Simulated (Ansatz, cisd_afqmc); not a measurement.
Species: HO, charge -1, singlet. HO- (parent SMILES [OH], singlet).
B3LYP-D3(BJ)/def2-TZVP minimum from Ansatz (a first-principles code):
```xyz
2

O      0.0000     0.0000    -0.1078
H      0.0000     0.0000     0.8624
```
Charge -1, spin multiplicity 1.

Total energies in aug-cc-pVDZ, 8 correlated electrons, 1 frozen orbitals. UHF or UKS for unpaired electrons; spin-orbit terms are left out. Cores are frozen in correlated methods. No relativity. AFQMC is phaseless with a CISD trial state; ± is one standard error, without the phaseless bias. Outlying blocks are dropped, and bars are widened where a walk drifts. Over all cases where full CI ran beside it in this data, AFQMC minus full CI had a median of +0.1 mEh and passed +0.4 mEh in a tenth of the cases. The spin of HO- (parent SMILES [OH], singlet) was assumed, and the state is the lowest solution found for it.

| method | program | energy (Eh) | minus CCSDTQ (mEh) |
|---|---|---|---|
| HF | Ansatz | -75.39564 | 249.32 |
| MP2 | Ansatz | -75.63701 | 7.95 |
| CCSD | Ansatz | -75.63583 | 9.13 |
| CCSD(T) | Ansatz | -75.64388 | 1.08 |
| CCSDT(Q) | Ansatz | -75.64511 | -0.15 |
| CCSDTQ | Ansatz | -75.64496 | 0.00 |
| AFQMC/CISD | cisd_afqmc | -75.6446 ± 0.0004 | 0.4 ± 0.4 |

Rough core times of Ansatz's runs on a shared machine: CCSD(T) under 20 s, CCSDT(Q) under 20 s, CCSDTQ 2 min.
